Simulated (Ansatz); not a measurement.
The first iterations of a band of CH₆AlSi (9 atoms, charge -1, multiplicity 1).

Level of theory: Ansatz 0.2.0, RKS PBE-D4/def2-SVP.

| Property | Result |
| --- | --- |
| movable images | 5 |
| climbing image | yes |
| spring | 5.0 eV/Å² |
| optimiser | quadratic models (default) |
| start path | IDPP |
| force threshold | 0.03 eV/Å |
| iteration limit | 60 |
| end points | relaxed |

Initial state:

```xyz
9
Properties=species:S:1:pos:R:3
C -0.820 1.258 -0.728
Al 0.493 -0.258 -0.446
Si 0.984 -1.236 1.673
H -0.295 2.234 -0.846
H -1.411 1.110 -1.662
H -1.543 1.365 0.109
H 1.535 -0.266 -1.729
H 1.459 -2.667 1.350
H -0.402 -1.542 2.279
```

Final state:

```xyz
9
Properties=species:S:1:pos:R:3
C -0.299 1.405 -0.638
Al -0.025 -0.572 -0.300
Si -0.562 -1.596 1.796
H 0.656 1.938 -0.851
H -0.947 1.562 -1.532
H -0.794 1.919 0.215
H 0.940 -1.147 -1.515
H 0.774 -0.674 1.520
H 0.257 -2.834 1.306
```

| iteration | highest image above the first end (eV) | largest band force component (eV/Å) |
| --- | --- | --- |
| 1 | 0.406 | 0.753 |
| 2 | 0.325 | 0.331 |
| 3 | 0.307 | 0.200 |
| 4 | 0.289 | 0.129 |
| 5 | 0.274 | 0.132 |
| 6 | 0.270 | 0.082 |

**Question.** Does the band converge within its limit, and where does its top end?

**Answer.** The run converged. It ended after 18 iterations with the highest image 0.267 eV above the first end. A vibrational analysis at the climbing image gives one clearly imaginary mode, 183i cm⁻¹: a first-order saddle point. Limits of this set-up: an anion without diffuse functions, the dipole of an ion depends on the origin.

Time of the run: 3.1 min on 1 CPU thread of a shared host.
